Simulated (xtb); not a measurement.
C₂H₇N, charge -1, doublet, at a GFN2-xTB geometry of the parent state (a state made from the parent by changing its charge; the spin is typed, not shown lowest); GFN2-xTB run with xtb.

xtb was given this input:
```
$ xtb mol.xyz --gfn 2 --chrg -1 --uhf 1 --json

# file mol.xyz
10

C      1.21347580    -0.33489211    -0.00053948
C     -0.01511352     0.57959694    -0.00065065
N     -1.29044637    -0.11469946     0.00111158
H      2.12582993     0.25587901    -0.00190763
H      1.21478843    -0.97056086     0.88382899
H      1.21344556    -0.97257980    -0.88345425
H      0.00625613     1.22117055    -0.88594093
H      0.00760037     1.22319154     0.88313798
H     -1.36186295    -0.71028181     0.82013011
H     -1.36310650    -0.71215141    -0.81643455
```

It wrote (shortened):

```
   ID    Z sym.   atoms
    1    6 C      1, 2
    2    7 N      3
    3    1 H      4-10

           -------------------------------------------------
          |                Calculation Setup                |
           -------------------------------------------------

           -------------------------------------------------
          |                 G F N 2 - x T B                 |
           -------------------------------------------------

          ...................................................
          :                      SETUP                      :
          :.................................................:
          :  # basis functions                  19          :
          :  # atomic orbitals                  19          :
          :  # shells                           13          :
          :  # electrons                        21          :
          :  max. iterations                   250          :
          :  Hamiltonian                  GFN2-xTB          :
          :  restarted?                      false          :
          :  GBSA solvation                  false          :
          :  PC potential                    false          :
          :  electronic temp.          300.0000000     K    :
          :  accuracy                    1.0000000          :
          :  -> integral cutoff          0.2500000E+02      :
          :  -> integral neglect         0.1000000E-07      :
          :  -> SCF convergence          0.1000000E-05 Eh   :
          :  -> wf. convergence          0.1000000E-03 e    :
          :  Broyden damping             0.4000000          :
          :  net charge                         -1          :
          :  unpaired electrons                  1          :
          ...................................................

 iter      E             dE          RMSdq      gap      omega  full diag
   1    -10.6356735 -0.106357E+02  0.392E+00    1.66       0.0  T
   2    -10.7063425 -0.706691E-01  0.187E+00    0.71       1.0  T
   3    -10.7097752 -0.343267E-02  0.942E-01    0.94       1.0  T
   4    -10.7100148 -0.239606E-03  0.310E-01    0.80       1.0  T
   5    -10.7102376 -0.222818E-03  0.883E-02    0.85       1.0  T
   6    -10.7102664 -0.287770E-04  0.412E-02    0.84       1.0  T
   7    -10.7102672 -0.815846E-06  0.407E-03    0.84       7.8  T
   8    -10.7102672 -0.402854E-07  0.166E-03    0.84      19.0  T
   9    -10.7102672 -0.512335E-08  0.364E-04    0.84      86.8  T
  10    -10.7102672 -0.616751E-09  0.110E-04    0.84     288.7  T

   *** convergence criteria satisfied after 10 iterations ***

         :::::::::::::::::::::::::::::::::::::::::::::::::::::
         ::                     SUMMARY                     ::
         :::::::::::::::::::::::::::::::::::::::::::::::::::::
         :: total energy             -10.565437725585 Eh    ::
         :: gradient norm              0.439385152655 Eh/a0 ::
         :: HOMO-LUMO gap              0.839271673390 eV    ::
         ::.................................................::
         :: SCC energy               -10.710266299582 Eh    ::
         :: -> isotropic ES            0.153740946084 Eh    ::
         :: -> anisotropic ES         -0.000468728562 Eh    ::
         :: -> anisotropic XC          0.008125821303 Eh    ::
         :: -> dispersion             -0.005008477753 Eh    ::
         :: repulsion energy           0.144828573996 Eh    ::
         :: add. restraining           0.000000000000 Eh    ::
         :: total charge              -1.000000000082 e     ::
         :::::::::::::::::::::::::::::::::::::::::::::::::::::

           -------------------------------------------------
          |                Property Printout                |
           -------------------------------------------------

    * Orbital Energies and Occupations

         #    Occupation            Energy/Eh            Energy/eV
      -------------------------------------------------------------
[...]
         4        2.0000           -0.2934473              -7.9851
         5        2.0000           -0.2756817              -7.5017
         6        2.0000           -0.2493715              -6.7857
         7        2.0000           -0.2475779              -6.7369
         8        2.0000           -0.2216078              -6.0303
         9        2.0000           -0.2001068              -5.4452
        10        2.0000           -0.0935233              -2.5449
        11        1.0000            0.3151880               8.5767 (HOMO)
        12                          0.3460307               9.4160 (LUMO)
        13                          0.3526681               9.5966
        14                          0.3641009               9.9077
        15                          0.3782241              10.2920
        16                          0.4432651              12.0619
        17                          0.4498243              12.2403
        18                          0.4777095              12.9991
        19                          0.5226986              14.2234
      -------------------------------------------------------------
                  HL-Gap            0.0308427 Eh            0.8393 eV
             Fermi-level            0.2207206 Eh            6.0061 eV

     #   Z          covCN         q      C6AA      α(0)
     1   6 C        3.750    -0.069    21.877     6.671
     2   6 C        3.730     0.020    20.333     6.437
     3   7 N        2.628    -0.552    34.970     8.783
     4   1 H        0.925    -0.118     6.257     3.912
     5   1 H        0.925    -0.029     3.620     2.975
     6   1 H        0.925    -0.029     3.620     2.975
     7   1 H        0.924    -0.072     4.660     3.376
     8   1 H        0.924    -0.072     4.660     3.376
     9   1 H        0.860    -0.040     3.874     3.083
    10   1 H        0.860    -0.040     3.874     3.083

 Mol. C6AA /au·bohr⁶  :        876.843254
 Mol. C8AA /au·bohr⁸  :      16281.920813
 Mol. α(0) /au        :         44.671184

Wiberg/Mayer (AO) data.
largest (>0.10) Wiberg bond orders for each atom

 ---------------------------------------------------------------------------
     #   Z sym  total        # sym  WBO       # sym  WBO       # sym  WBO
 ---------------------------------------------------------------------------
     1   6 C    3.985 --     2 C    1.038     5 H    0.990     6 H    0.990
                             4 H    0.850
     2   6 C    3.912 --     1 C    1.038     7 H    0.969     8 H    0.969
                             3 N    0.803
     3   7 N    2.680 --    10 H    0.866     9 H    0.866     2 C    0.803
     4   1 H    0.978 --     1 C    0.850
     5   1 H    0.999 --     1 C    0.990
     6   1 H    0.999 --     1 C    0.990
     7   1 H    0.995 --     2 C    0.969
     8   1 H    0.995 --     2 C    0.969
     9   1 H    0.987 --     3 N    0.866
    10   1 H    0.987 --     3 N    0.866
 ---------------------------------------------------------------------------

Topologies differ in total number of bonds
Writing topology from bond orders to xtbtopo.mol

molecular dipole:
                 x           y           z       tot (Debye)
 q only:        0.780       0.011      -0.001
   full:        1.014      -0.140      -0.001       2.602
molecular quadrupole (traceless):
                xx          xy          yy          xz          yz          zz
 q only:       -5.432      -0.683       2.410       0.007       0.001       3.022
  q+dip:       -7.311      -0.803       3.178       0.010       0.002       4.134
   full:       -7.143      -0.220       3.047       0.009       0.001       4.096

           -------------------------------------------------
          | TOTAL ENERGY              -10.565437725585 Eh   |
          | GRADIENT NORM               0.439385152655 Eh/α |
          | HOMO-LUMO GAP               0.839271673390 eV   |
           -------------------------------------------------

normal termination of xtb
```
